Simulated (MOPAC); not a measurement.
MOPAC input (PM6):

```
PM6 1SCF GEO-OK AUX(PRECISION=9) THREADS=1
COS

O    -0.00000000 1   -0.00000000 1   -1.68048500 1
C    -0.00000000 1   -0.00000000 1   -0.52503293 1
S     0.00000000 1    0.00000000 1    1.03712985 1
```

Question: What heat of formation does the run end on, and which ionisation energy by Koopmans theorem?

Answer: -25.64 kcal/mol; 10.37 eV.
